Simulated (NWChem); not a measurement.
**Atomisation of H3Si**

```
Si
H 1 1.4930
H 1 1.4930 2 111.08
H 1 1.4930 2 111.08 3 -124.17
```
Charge 0, spin multiplicity 2.

All runs are NWChem calculations. Structure: optimised with UB3LYP/def2-SVP, a minimum by its harmonic frequencies.

Basis set: def2-TZVP. The atomisation energy is electronic alone: no zero-point, thermal, spin-orbit or counterpoise terms. No value is extrapolated to the basis-set limit. Free atoms are single determinants with multiplicities Si 3, H 2.

B3LYP has NWChem's definition, with VWN1-RPA local correlation. The structure started from a generated list of species. The unpaired electrons of the parent sit in orbitals of symmetry a' (Cs labels of the run); other states weren't searched. No SCF solution was tested for a lower state. Open-shell Hartree-Fock references start from PBE0 orbitals.

**Question.** One of these methods gave an atomisation energy of 227.5 kcal/mol. Which?
A) CAM-B3LYP
B) PBE
C) BHandHLYP
D) HF

**Answer.** C, BHandHLYP. The others give 222.6 (PBE), 229.3 (CAM-B3LYP), 179.7 (HF).
